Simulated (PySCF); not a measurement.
# C2H8N2 (ethylhydrazine): levels of theory compared

Aim: a comparison of 4 runs (HF/STO-3G, B3LYP/6-31G*, PBE0/def2-SVP) of C2H8N2 (ethylhydrazine). The job is set up through a Python script.

The results are computed with PySCF 2.14.0.

### 1 The structure to begin with

The species is C2H8N2 (12 atoms), meant as a singlet with charge 0. SMILES: `CCNN`. The shape is that of a PBE0-D4/def2-TZVP optimisation. This is one conformer, not always the lowest.

Bond lengths: C1–C2 1.523 Å, C2–N3 1.451 Å, N3–N4 1.408 Å, C1–H5 1.094 Å, C1–H6 1.093 Å, C1–H7 1.094 Å, C2–H8 1.096 Å, C2–H9 1.095 Å, N3–H10 1.012 Å, N4–H11 1.017 Å, N4–H12 1.012 Å. Some angles: C1–C2–N3 116.2°, C2–N3–N4 116.0°, C1–C2–H8 109.9°, C1–C2–H9 109.4°, N3–C2–H8 107.6°, N3–C2–H9 106.8°, C2–C1–H5 111.0°, C2–C1–H6 110.7°, C2–C1–H7 112.3°, C2–N3–H10 110.6°.

### 2 Energy and forces at HF/STO-3G (run 1)

Input file calc.py:

```python
# CCNN
from pyscf import gto, scf

mol = gto.M(
    atom='''
C     -1.291900     0.095700    -0.369700
C      0.025100     0.820700    -0.123100
N      0.951400     0.175800     0.788900
N      1.411800    -1.098300     0.403500
H     -1.846600    -0.036200     0.563600
H     -1.923000     0.664500    -1.057200
H     -1.144100    -0.891200    -0.817000
H      0.549600     0.975600    -1.072600
H     -0.178100     1.817000     0.283700
H      0.539500     0.084300     1.708600
H      0.702500    -1.631100    -0.094100
H      2.203700    -0.976900    -0.214600
''',
    verbose=4,
    max_memory=1860,
    basis='sto-3g',
)

mf = scf.RHF(mol)
mf.conv_tol = 1e-10
mf.kernel()
if not mf.converged:
    mf = mf.newton().run(mf.mo_coeff, mf.mo_occ)

etot = mf.e_tot
print('E = %.10f Eh' % etot)
grad = mf.nuc_grad_method().kernel()
dip = mf.dip_moment()
pop, q = mf.mulliken_pop()
```

Run with:

```
$ OMP_NUM_THREADS=1 python calc.py
```

Log:

```text
PySCF version 2.14.0

[... 64 lines left out ...]
converged SCF energy = -186.905271631512
[... 12 lines left out ...]
Dipole moment(X, Y, Z, Debye): -1.50782,  0.04753, -1.30554
[... 41 lines left out ...]
charge of   11H =      0.16849
```

It took 2.4 s on 1 thread of Intel Xeon at 2.70GHz, shared host; peak memory 0.12 GiB.

### 3 Energy and gradient at B3LYP/6-31G(d) (spherical functions) (run 2)

Input file run.py:

```python
import pyscf.grad
from pyscf import gto, dft

system = gto.Mole()
system.atom = '''
C       -1.291900       0.095700      -0.369700
C        0.025100       0.820700      -0.123100
N        0.951400       0.175800       0.788900
N        1.411800      -1.098300       0.403500
H       -1.846600      -0.036200       0.563600
H       -1.923000       0.664500      -1.057200
H       -1.144100      -0.891200      -0.817000
H        0.549600       0.975600      -1.072600
H       -0.178100       1.817000       0.283700
H        0.539500       0.084300       1.708600
H        0.702500      -1.631100      -0.094100
H        2.203700      -0.976900      -0.214600
'''
system.basis = '6-31g*'
system.verbose = 3
system.charge = 0
system.max_memory = 1860
system.build()

mf = dft.RKS(system)
mf.xc = 'b3lyp'
mf.conv_tol = 1e-10
mf.grids.level = 5
mf.kernel()
if not mf.converged:
    mf = mf.newton().run(mf.mo_coeff, mf.mo_occ)

e_final = mf.e_tot
print('E(%s) = %.9f' % ('B3LYP', e_final))
grad = mf.Gradients().kernel()
dip = mf.dip_moment()
pop, q = mf.mulliken_pop()
```

Run with:

```
$ OMP_NUM_THREADS=1 python run.py
```

Log:

```text
converged SCF energy = -190.48075295205
[... 9 lines left out ...]
Dipole moment(X, Y, Z, Debye): -1.32742,  0.06295, -1.18100
[... 85 lines left out ...]
charge of   11H =      0.31151
```

Run time: 39 s. Hardware: 1 thread of Intel Xeon at 2.70GHz, shared host; peak memory 0.74 GiB.

Run 3 isn't shown in full; the table further down has it.

### 4 Energy and gradient at PBE0/def2-SVP (run 4)

Input file calc.py:

```python
# CCNN
from pyscf import gto, dft

mol = gto.M(
    atom=[
    ('C', (-1.291900, 0.095700, -0.369700)),
    ('C', (0.025100, 0.820700, -0.123100)),
    ('N', (0.951400, 0.175800, 0.788900)),
    ('N', (1.411800, -1.098300, 0.403500)),
    ('H', (-1.846600, -0.036200, 0.563600)),
    ('H', (-1.923000, 0.664500, -1.057200)),
    ('H', (-1.144100, -0.891200, -0.817000)),
    ('H', (0.549600, 0.975600, -1.072600)),
    ('H', (-0.178100, 1.817000, 0.283700)),
    ('H', (0.539500, 0.084300, 1.708600)),
    ('H', (0.702500, -1.631100, -0.094100)),
    ('H', (2.203700, -0.976900, -0.214600)),
],
    charge=0,
    basis='def2-svp',
    verbose=4,
    max_memory=1860,
)

myscf = dft.RKS(mol)
myscf.xc = 'pbe0'
myscf.grids.level = 5
myscf.conv_tol = 1e-10
myscf.kernel()
if not myscf.converged:
    myscf = myscf.newton().run(myscf.mo_coeff, myscf.mo_occ)

etot = myscf.e_tot
print('Final energy', etot)
grad = myscf.nuc_grad_method().kernel()
myscf.analyze()
```

Run with:

```
$ OMP_NUM_THREADS=1 python calc.py
```

Log:

```text
PySCF version 2.14.0

[... 106 lines left out ...]
MO #5   energy= -0.97494323101856  occ= 2
[... 12 lines left out ...]
MO #18  energy= 0.0618474644746554 occ= 0
[... 12 lines left out ...]
MO #31  energy= 0.488873809377314  occ= 0
[... 12 lines left out ...]
MO #44  energy= 0.77333903988429   occ= 0
[... 12 lines left out ...]
MO #57  energy= 1.43928713681443   occ= 0
[... 12 lines left out ...]
MO #70  energy= 1.91135919070128   occ= 0
[... 12 lines left out ...]
MO #83  energy= 2.57818109290681   occ= 0
[... 12 lines left out ...]
MO #96  energy= 3.4807246612372    occ= 0
[... 111 lines left out ...]
Dipole moment(X, Y, Z, Debye): -1.28859,  0.02449, -1.12766
```

It took 57 s on 1 thread of Intel Xeon at 2.70GHz, shared host; peak memory 0.97 GiB.

### 5 All runs side by side

| run | level | integration grid | Cartesian functions | energy (Eh) | dipole moment (D) | HOMO energy (eV) | LUMO energy (eV) | wall time |
| --- | --- | --- | --- | --- | --- | --- | --- | --- |
| 1 | HF/STO-3G | – | no | -186.905272 | 2.00 | -8.44 | 16.03 | 2.4 s |
| 2 | B3LYP/6-31G* (spherical functions) | 5 | no | -190.480753 | 1.78 | -6.03 | 2.11 | 39 s |
| 3 | B3LYP/6-31G* (Cartesian functions) | 5 | yes | -190.484349 | 1.79 | -6.03 | 2.09 | 35 s |
| 4 | PBE0/def2-SVP | 5 | no | -190.122989 | 1.71 | -6.38 | 1.68 | 57 s |

### 6 What came out

```
                       quantity          value
            run 4: total energy  -190.12299 Eh
           run 4: dipole moment         1.71 D
             run 4: HOMO energy       -6.38 eV
             run 4: LUMO energy        1.68 eV
           run 4: HOMO–LUMO gap        8.07 eV
run 4: largest force on an atom     0.546 eV/Å
```

What this shows: The dipole moment (its size) runs from 1.71 D (PBE0/def2-SVP) to 2.00 D (HF/STO-3G). The two ends differ in method and basis. The HOMO–LUMO gap runs from 8.07 eV (PBE0/def2-SVP) to 24.47 eV (HF/STO-3G). Totals of different functionals can't be ranked against each other. In run 1 the basis is minimal, so the values are rough. All runs together took 2.2 min, the longest 57 s.
